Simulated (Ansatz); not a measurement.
We consider BHPb₂O₄ (C2/m, No. 12; cell taken from a computed entry), described by r²SCAN (plane waves, PAW; Ansatz, a quantum-chemistry and plane-wave program).

Run with plane-wave cutoff 560 eV, 8×8×6 k mesh (along the axes of the cell as run), Fermi–Dirac smearing 0.01 eV, scalar-relativistic PAW data made under PBE.

Cell (relaxed with PBEsol):

```cif
data_H2B2O8Pb4
_chemical_formula_sum 'B2 H2 Pb4 O8'
_space_group_name_H-M_alt 'P 1'
_space_group_IT_number 1
_cell_length_a 7.05441
_cell_length_b 7.05441
_cell_length_c 7.37995
_cell_angle_alpha 114.344
_cell_angle_beta 114.344
_cell_angle_gamma 47.400
loop_
_space_group_symop_operation_xyz
  'x, y, z'
loop_
_atom_site_label
_atom_site_type_symbol
_atom_site_fract_x
_atom_site_fract_y
_atom_site_fract_z
_atom_site_occupancy
B1 B 0.33072 0.33072 0.34432 1
B2 B 0.66928 0.66928 0.65568 1
H1 H 0.46227 0.46227 0.62224 1
H2 H 0.53773 0.53773 0.37776 1
Pb1 Pb 0.05821 0.05821 0.26794 1
Pb2 Pb 0.94179 0.94179 0.73206 1
Pb3 Pb 0.65611 0.65611 0.07369 1
Pb4 Pb 0.34389 0.34389 0.92631 1
O1 O 0.41033 0.41033 0.26872 1
O2 O 0.58967 0.58967 0.73128 1
O3 O 0.37175 0.37175 0.55542 1
O4 O 0.62825 0.62825 0.44458 1
O5 O 0.21496 0.21496 0.21464 1
O6 O 0.78504 0.78504 0.78536 1
O7 O 0.25441 0.74559 0.00000 1
O8 O 0.74559 0.25441 0.00000 1
```

Task: Estimate the band gap, smallest direct gap on the k points sampled and direct gap at Γ that the calculation returns.

Result: 
band gap: 3.35 eV
smallest direct gap on the k points sampled: 3.58 eV
direct gap at Γ: 4.53 eV

Note: cell and atoms aren't relaxed at this level (largest force component 0.44 eV/Å, pressure -0.2 GPa); this cell isn't known to be the ambient phase, and symmetry holds it in the calculation.

Spin–orbit coupling is not included; with these elements it can move the gap by several tenths of an eV or more.
